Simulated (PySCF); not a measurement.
H₃N, SMILES N.

Geometry: PBE0-D3(BJ)/def2-TZVPD.

Method: M06-2X/def2-TZVPD (PySCF).

Symmetry labels are those of the subgroup Cs that the program uses (full group C3v).

Problem. List the valence orbital energies around the gap with their symmetry. (An estimate is asked for; the answer gives what the named calculation found.)

Solution. 
```json
[
 {"orbital": "HOMO−4", "symmetry": "A'", "energy (eV)": "-400.69"},
 {"orbital": "HOMO−3", "symmetry": "A'", "energy (eV)": "-26.03"},
 {"orbital": "HOMO−2", "symmetry": "A\"", "energy (eV)": "-14.48"},
 {"orbital": "HOMO−1", "symmetry": "A'", "energy (eV)": "-14.48"},
 {"orbital": "HOMO", "symmetry": "A'", "energy (eV)": "-9.28"},
 {"orbital": "LUMO", "symmetry": "A'", "energy (eV)": "0.62"},
 {"orbital": "LUMO+1", "symmetry": "A'", "energy (eV)": "2.68"},
 {"orbital": "LUMO+2", "symmetry": "A\"", "energy (eV)": "2.68"},
 {"orbital": "LUMO+3", "symmetry": "A'", "energy (eV)": "4.14"}
]
```
